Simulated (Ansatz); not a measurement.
A nudged elastic band was laid between two geometries of AlClH$_{2}$ (4 atoms, charge 0, multiplicity 1).

The calculation used Ansatz 0.2.0, RKS r2SCANh-D4/cc-pVDZ.

```json
{
 "movable images": "9",
 "climbing image": "yes",
 "spring": "5.0 eV/Å²",
 "optimiser": "quadratic models (default)",
 "start path": "through a guess of the saddle point",
 "force threshold": "0.05 eV/Å",
 "iteration limit": "60",
 "end points": "relaxed"
}
```

Image 0:

```xyz
4
Properties=species:S:1:pos:R:3
Al 0.457 0.000 0.108
Cl 0.822 0.000 2.207
H 1.721 0.000 -0.838
H -1.053 0.000 -0.352
```

Image 10:

```xyz
4
Properties=species:S:1:pos:R:3
Al 0.040 0.000 -0.938
Cl 1.715 0.000 1.968
H 1.762 0.000 0.640
H -1.570 0.000 -0.546
```

Q: Which bonds break or form, and what moves?

A: Bonds broken: Al1–Cl2, Al1–H3. Bonds formed: Cl2–H3. AlClH2 becomes AlH + ClH.

Q: Give the energies along the band, and the barrier.

A: It converged. The highest image is number 7 of 0 to 10, 2.95 eV above the first end and 0.11 eV above the last; the last end lies 2.84 eV above the first. A vibrational analysis at the climbing image gives one clearly imaginary mode, 617i cm⁻¹: a first-order saddle point. The orbitals stay closed-shell, which can raise the energy where a bond breaks towards radicals; this wasn't checked here.

```tsv
image	path coordinate (Å)	energy (eV)	Al1–Cl2 (Å)	Al1–H3 (Å)	Cl2–H3 (Å)
0	0.00	0.00	2.13	1.58	3.18
1	0.23	0.08	2.13	1.57	2.95
2	0.46	0.34	2.13	1.57	2.70
3	0.69	0.82	2.17	1.56	2.45
4	0.92	1.51	2.25	1.55	2.21
5	1.15	2.26	2.37	1.57	1.99
6	1.38	2.79	2.51	1.64	1.77
7	1.61	2.95	2.65	1.76	1.56
8	1.90	2.87	2.91	2.04	1.38
9	2.19	2.84	3.18	2.27	1.33
10	2.49	2.84	3.36	2.34	1.33
```

Q: What is the geometry of the highest image?

A: 
```xyz
4
Properties=species:S:1:pos:R:3
Al 0.251 0.000 -0.658
Cl 1.281 0.000 1.779
H 1.735 0.000 0.285
H -1.319 0.000 -0.281
```

Q: What are the harmonic wavenumbers there?

A: 617i, 294, 483, 611, 1378, 1820 cm⁻¹.

Time of the run: 62 s on 1 thread of Intel(R) Xeon(R) 6975P-C (Granite Rapids), on a shared host, peak memory 0.13 GiB.
